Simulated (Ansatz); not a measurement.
# SiHCl (singlet): the correlation ladder, cc-pVTZ

The task here is to estimate one member of a computed series from the others.

Program: Ansatz 0.2.0, Gaussian basis. Level of theory: cc-pVTZ, core rule «outside noble gas», up to 10 orbitals frozen. These are calculated values, not measurements.

The runs, in order: UHF; CCSD(T) on RHF; CCSD(T) on UHF; BCCD(T) on RHF; CCSDT(Q) on RHF; CCSDT(Q) on UHF.

14 further runs of the same task are left out: 8 for a known fault of the program, 6 set aside as unsound or not needed.

## The system

The geometry is a PBE0/def2-TZVP stationary point (not a proven minimum) of the parent state, kept for this charge and spin.

3 atoms, charge 0, spin multiplicity 1.

Atoms are counted from 1 here; the program's logs count them from 0.

Bond lengths: Si1–Cl2 2.048 Å, Si1–H3 1.491 Å. Angles: Cl2–Si1–H3 115.5°.

The first run:

in.yaml reads:

```yaml
crystal:
  periodic: [false, false, false]
  atoms:
    - {symbol: Si, position_ang: [0.000000, -0.097122, 1.110575]}
    - {symbol: Cl, position_ang: [0.000000, 0.042769, -0.932187]}
    - {symbol: H, position_ang: [0.000000, 1.201899, 1.843159]}
basis:
  gaussian: {orbitals: cc-pVTZ}
magnetization: {spin_polarized: true, initial_magnetization: 0}
hamiltonian: {xc: hf}
output: {orbitals: {seedname: orbitals}}
```

The run is started by

```bash
> ansatz run in.yaml --threads 1 --pin off --events-out ev --progress --plain --max-ram 2816MiB --backend cpu
```

Steps of the session up to this table: UHF; CCSD(T) on RHF; CCSD(T) on UHF; BCCD(T) on RHF; CCSDT(Q) on RHF; CCSDT(Q) on UHF.

One table of the session follows, with a row left open; its other results are not shown here.

| method | from RCCSDT(Q) (meV) |
| --- | --- |
| RHF | +9193.7 |
| UHF | +9020.7 |
| RMP2 | +1336.2 |
| UMP2 | +1546.3 |
| RCCSD | +413.7 |
| UCCSD | +435.1 |
| RCCSD(T) | +48.2 |
| UCCSD(T) | +63.9 |
| BCCD(T) | +46.4 |
| RCCSDT | +19.6 |
| UCCSDT | +22.6 |
| RCCSDT(Q) | 0 |
| UCCSDT(Q) | ? |

Q: Estimate the row for UCCSDT(Q) from the others.

As computed: from RCCSDT(Q) (meV): -0.2. In the column «from RCCSDT(Q) (meV)» it is the lowest.

To keep in mind: Restricted and unrestricted rows rest on different reference determinants; where their highest levels disagree by more than a few hundredths of an eV, they describe different states and don't form one ladder.
